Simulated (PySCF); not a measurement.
# Electric properties by functional and basis

Hydroxy acetaldehyde, C2H4O2.
Structure used (PBE0-D3(BJ)/def2-SVP), in Å, numbered top down from 1:
```xyz
8
C2H4O2 angstrom
O      0.5182   -1.5644   -0.5540
C      0.6701   -0.6525    0.2185
C     -0.2020    0.5681    0.1606
O     -1.1360    0.4821   -0.8498
H      1.4622   -0.6734    1.0063
H      0.4703    1.4460    0.0472
H     -0.6686    0.6852    1.1626
H     -0.9759   -0.3768   -1.2752
```

PySCF, dipoles from the SCF density, polarisabilities from static response with core orbitals frozen. The structure is a single PBE0-D3(BJ)/def2-SVP conformer in the gas phase; no vibrational or solvent corrections.

Compare the levels for these properties.

```
              level  μ (D)  α (au)  anisotropy (au)
      LDA/def2-SVPD  2.507   36.59            12.84
      PBE/def2-SVPD  2.398   36.22            12.76
    B3LYP/def2-SVPD  2.566   34.54            11.63
     PBE0/def2-SVPD  2.557   34.04            11.43
BHandHLYP/def2-SVPD  2.739   32.65            10.66
CAM-B3LYP/def2-SVPD  2.670   33.84            11.08
  wB97X-D/def2-SVPD  2.633   33.76            10.96
  LC-wPBE/def2-SVPD  2.686   32.99            10.65
       HF/def2-SVPD  2.933   30.90             9.83
        PBE0/6-31G*  2.302   26.98            12.74
      PBE0/def2-SVP  2.320   27.44            12.14
       PBE0/6-31+G*  2.617   31.31            12.59
   PBE0/aug-cc-pVDZ  2.497   34.60            12.07
     PBE0/def2-TZVP  2.394   31.75            12.22
    PBE0/def2-TZVPD  2.482   34.68            11.79
   PBE0/aug-cc-pVTZ  2.479   34.84            11.86
```

The anisotropy is √(½[(α1 − α2)² + (α2 − α3)² + (α3 − α1)²]). The dipole runs from 2.30 D (PBE0/6-31G*) to 2.93 D (HF/def2-SVPD). No reference polarisability is at hand; against PBE0 in the largest diffuse basis at hand (aug-cc-pVTZ) the other PBE0 rows deviate by 6-31G* -23%, def2-SVP -21%, 6-31+G* -10%, def2-SVPD -2%, aug-cc-pVDZ -1%, def2-TZVP -9%, def2-TZVPD 0%. In one basis (def2-SVPD) the functionals order the polarisability from HF (lowest) to LDA (highest), a spread of 18%. With PBE0 the polarisability is 28.72 au without diffuse functions (mean of 6-31G*, def2-SVP and def2-TZVP) and 33.89 au with them (mean of 6-31+G*, def2-SVPD, aug-cc-pVDZ, def2-TZVPD and aug-cc-pVTZ).
